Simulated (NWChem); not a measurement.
System: difluoromethane (CH2F2); SMILES C(F)F

Parts of the log:

```
             Northwest Computational Chemistry Package (NWChem) 7.3.0
             --------------------------------------------------------

 C2V symmetry detected

                             Geometry "geometry" -> ""
                             -------------------------

 Output coordinates in angstroms (scale by  1.889725989 to convert to a.u.)

  No.       Tag          Charge          X              Y              Z
 ---- ---------------- ---------- -------------- -------------- --------------
    1 F                    9.0000     1.11044300     0.00000000    -0.28972615
    2 C                    6.0000     0.00000000     0.00000000     0.49510585
    3 F                    9.0000    -1.11044300     0.00000000    -0.28972615
    4 H                    1.0000     0.00000000     0.92256500     1.12221785
    5 H                    1.0000     0.00000000    -0.92256500     1.12221785

 Effective nuclear repulsion energy (a.u.)      76.7425133135

      Symmetry information
      --------------------

 Group name             C2v
 Group number             16
 Group order               4
 No. of unique centers     3

                                 NWChem DFT Module
                                 -----------------

 Summary of "ao basis" -> "ao basis" (spherical)
 ------------------------------------------------------------------------------
       Tag                 Description            Shells   Functions and Types
 ---------------- ------------------------------  ------  ---------------------
 F                          6-31+g*                  8       18   4s3p1d
 C                          6-31+g*                  8       18   4s3p1d
 H                          6-31+g*                  2        2   2s

      Symmetry analysis of basis
      --------------------------

        a1         24
        a2          6
        b1         17
        b2         11

            General Information
            -------------------
          SCF calculation type: DFT
          Wavefunction type:  closed shell.
          No. of atoms     :     5
          No. of electrons :    26
           Alpha electrons :    13
            Beta electrons :    13
          Charge           :     0
          Spin multiplicity:     1
          Use of symmetry is: off; symmetry adaption is: on
          Maximum number of iterations: 150
          AO basis - number of functions:    58
                     number of shells:    28
          Convergence on energy requested:  1.00D-06
          Convergence on density requested:  1.00D-05
          Convergence on gradient requested:  5.00D-04

              XC Information
              --------------
                         B3LYP Method XC Potential
                     Hartree-Fock (Exact) Exchange  0.200
                        Slater Exchange Functional  0.800 local
                    Becke 1988 Exchange Functional  0.720 non-local
              Lee-Yang-Parr Correlation Functional  0.810
                  VWN I RPA Correlation Functional  0.190 local

             Grid Information
             ----------------
          Grid used for XC integration:  medium
          Radial quadrature: Mura-Knowles
          Angular quadrature: Lebedev.
          Tag              B.-S. Rad. Rad. Pts. Rad. Cut. Ang. Pts.
          ---              ---------- --------- --------- ---------
          F                   0.50       49           8.0       434
          C                   0.70       49           8.0       434
          H                   0.35       45           8.0       434
          Grid pruning is: on
          Number of quadrature shells:   237
          Spatial weights used:  Erf1

      Superposition of Atomic Density Guess
      -------------------------------------

 Sum of atomic energies:        -237.41646827

      Non-variational initial energy
      ------------------------------

 Total energy =    -238.212136
 1-e energy   =    -481.960771
 2-e energy   =     167.006122
 HOMO         =      -0.386978
 LUMO         =       0.077323

      Symmetry analysis of molecular orbitals - initial
      -------------------------------------------------

  Numbering of irreducible representations:

     1 a1          2 a2          3 b1          4 b2

  Orbital symmetries:

[...]

                                NWChem TDDFT Module
                                -------------------

            General Information
            -------------------
           No. of orbitals :     116
            Alpha orbitals :      58
             Beta orbitals :      58
        Alpha frozen cores :       0
         Beta frozen cores :       0
     Alpha frozen virtuals :       0
      Beta frozen virtuals :       0
         Spin multiplicity :       1
    Number of AO functions :      58
        Use of symmetry is : off
      Symmetry adaption is : on
         Schwarz screening :  0.10D-07

              XC Information
              --------------
                  B3LYP Method XC Potential
              Hartree-Fock (Exact) Exchange   0.20
                 Slater Exchange Functional   0.80 local
             Becke 1988 Exchange Functional   0.72 non-local
       Lee-Yang-Parr Correlation Functional   0.81
           VWN I RPA Correlation Functional   0.19 local

             TDDFT Information
             -----------------
          Calculation type : Tamm-Dancoff TDDFT
         Wavefunction type : Restricted singlets
          No. of electrons :      26
           Alpha electrons :      13
            Beta electrons :      13
              No. of roots :       6
          Max subspacesize :    5200
            Max iterations :     100
               Target root :       1
           Target symmetry : none
      Symmetry restriction : off
                 Algorithm : Optimal
        Davidson threshold :  0.10D-03

    6 smallest eigenvalue differences (eV)
--------------------------------------------------------
  No. Spin  Occ  Vir  Irrep   E(Occ)    E(Vir)   E(Diff)
--------------------------------------------------------
    1    1   13   14 b2       -0.359     0.008     9.963
    2    1   13   15 a2       -0.359     0.028    10.513
    3    1   13   16 b2       -0.359     0.034    10.694
    4    1   13   17 a1       -0.359     0.040    10.831
    5    1   12   14 b1       -0.421     0.008    11.651
    6    1   11   14 a1       -0.429     0.008    11.873
--------------------------------------------------------

  Entering Davidson iterations
  Restricted singlet excited states

  Iter   NTrls   NConv    DeltaV     DeltaE      Time
  ----  ------  ------  ---------  ---------  ---------
    1      6       0     0.62E-01   0.10+100        1.4
    2     12       0     0.20E-01   0.46E-02        1.3
    3     18       0     0.13E-01   0.97E-03        1.3
    4     24       1     0.75E-02   0.49E-03        1.3
    5     29       4     0.14E-02   0.90E-04        1.2
    6     31       4     0.26E-03   0.25E-05        0.8
    7     33       6     0.82E-04   0.12E-06        0.8
  ----  ------  ------  ---------  ---------  ---------
  Convergence criterion met

  Ground state a1       -238.996275704757 a.u.

  ----------------------------------------------------------------------------
  Root   1 singlet b2             0.325190187 a.u.                8.8489 eV
  ----------------------------------------------------------------------------
     Transition Moments    X -0.00000   Y -0.42194   Z -0.00000
     Dipole Oscillator Strength                    0.0385960275
     Electric Quadrupole                           0.0000005825
     Magnetic Dipole                               0.0000009969
     Total Oscillator Strength                     0.0385976069

     Occ.   13  b2  ---  Virt.   14  a1      -0.99443
     Occ.   13  b2  ---  Virt.   16  a1       0.08740
  ----------------------------------------------------------------------------
  Root   2 singlet a2             0.342405761 a.u.                9.3173 eV
  ----------------------------------------------------------------------------
     Transition Moments    X  0.00000   Y  0.00000   Z  0.00000
     Dipole Oscillator Strength                    0.0000000000
     Electric Quadrupole                           0.0000000016
     Magnetic Dipole                               0.0000023769
     Total Oscillator Strength                     0.0000023785

     Occ.   13  b2  ---  Virt.   15  b1       0.99296
     Occ.   13  b2  ---  Virt.   19  b1       0.10185
  ----------------------------------------------------------------------------
  Root   3 singlet b2             0.351985934 a.u.                9.5780 eV
  ----------------------------------------------------------------------------
     Transition Moments    X  0.00000   Y  0.22034   Z  0.00000
     Dipole Oscillator Strength                    0.0113925726
     Electric Quadrupole                           0.0000000128
     Magnetic Dipole                               0.0000014944
     Total Oscillator Strength                     0.0113940798

     Occ.   13  b2  ---  Virt.   14  a1       0.09000
     Occ.   13  b2  ---  Virt.   16  a1       0.99215
     Occ.   13  b2  ---  Virt.   18  a1       0.05834
  ----------------------------------------------------------------------------
  Root   4 singlet a1             0.362804722 a.u.                9.8724 eV
  ----------------------------------------------------------------------------
     Transition Moments    X  0.00000   Y -0.00000   Z -0.42600
     Dipole Oscillator Strength                    0.0438929831
     Electric Quadrupole                           0.0000002587
     Magnetic Dipole                               0.0000000000
     Total Oscillator Strength                     0.0438932418

[...]
```

Level: B3LYP/6-31+G* (spherical d), TDA. Structure relaxed at the PBE-D3(BJ)/def2-SVP level.

Task: Reconstruct the input file.

Result: One answer among several that fit: the input that was run:
```
start job
memory heap 200 mb stack 900 mb global 1100 mb
geometry units angstroms noautoz
  F      1.110443     0.000000    -0.296066
  C      0.000000     0.000000     0.488766
  F     -1.110443     0.000000    -0.296066
  H      0.000000     0.922565     1.115878
  H      0.000000    -0.922565     1.115878
end
basis spherical
  F library 6-31+g*
  C library 6-31+g*
  H library 6-31+g*
end
dft
  xc b3lyp
  iterations 150
end
tddft
  cis
  nroots 6
  notriplet
end
task tddft energy
```
